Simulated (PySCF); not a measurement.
# Fractional electron number in Si (silicon, neutral)

The 3p alpha orbital of [Ne] 3s2 3p2 is emptied in steps (occupation f), with all orbitals relaxed, ending at [Ne] 3s2 3p1. Calculation: PySCF 2.14, in def2-TZVP; no relativity, point nucleus. The exact energy is a straight line in f; departures are measured from the line between the end points of the same method.

| f | UHF (eV) | LDA (eV) | PBE (eV) | PBE0 (eV) | r2SCAN (eV) | LC-wPBE (eV) | BHandHLYP (eV) | wB97X (eV) | HSE06 (eV) | M06-2X (eV) |
| --- | --- | --- | --- | --- | --- | --- | --- | --- | --- | --- |
| 1 | 0.000 | 0.000 | 0.000 | 0.000 | 0.000 | 0.000 | 0.000 | 0.000 | 0.000 | 0.000 |
| 0.8 | 0.086 | -0.596 | -0.583 | -0.418 | -0.546 | -0.016 | -0.262 | -0.056 | -0.481 | -0.282 |
| 0.6 | 0.126 | -0.899 | -0.877 | -0.627 | -0.814 | -0.021 | -0.393 | -0.081 | -0.720 | -0.424 |
| 0.4 | 0.123 | -0.904 | -0.877 | -0.624 | -0.805 | -0.016 | -0.392 | -0.076 | -0.718 | -0.424 |
| 0.2 | 0.080 | -0.604 | -0.583 | -0.413 | -0.527 | -0.007 | -0.261 | -0.049 | -0.476 | -0.276 |
| 0 | 0.000 | 0.000 | 0.000 | 0.000 | 0.000 | 0.000 | 0.000 | 0.000 | 0.000 | 0.000 |

For r2SCAN, how does the orbital energy at f = 1 compare with the removal energy?

−ε = 4.899 eV against a total-energy difference of 8.320 eV. By Janak's theorem ε = ∂E/∂f, so the gap between them reflects the curvature. Along the path −ε is 6.284 (f = 0.8), 7.673 (f = 0.6), 9.045 (f = 0.4), 10.357 (f = 0.2) eV.

```
   method  E(f=0) − E(f=1) (eV)  −ε at f=1 (eV)  −ε at f=0.4 (eV)
      UHF                 7.640           8.187             7.525
      LDA                 8.234           4.537             8.967
      PBE                 8.196           4.564             8.932
     PBE0                 8.220           5.606             8.756
   r2SCAN                 8.320           4.899             9.045
  LC-wPBE                 8.308           8.200             8.345
BHandHLYP                 7.983           6.348             8.314
    wB97X                 8.066           7.705             8.151
    HSE06                 8.207           5.203             8.821
   M06-2X                 7.989           6.226             8.355
```

Reference removal energy between the ground levels: 8.152 eV (measured; NIST Atomic Spectra Database, ionization energies). The calculation has no spin-orbit coupling. UHF lacks correlation.
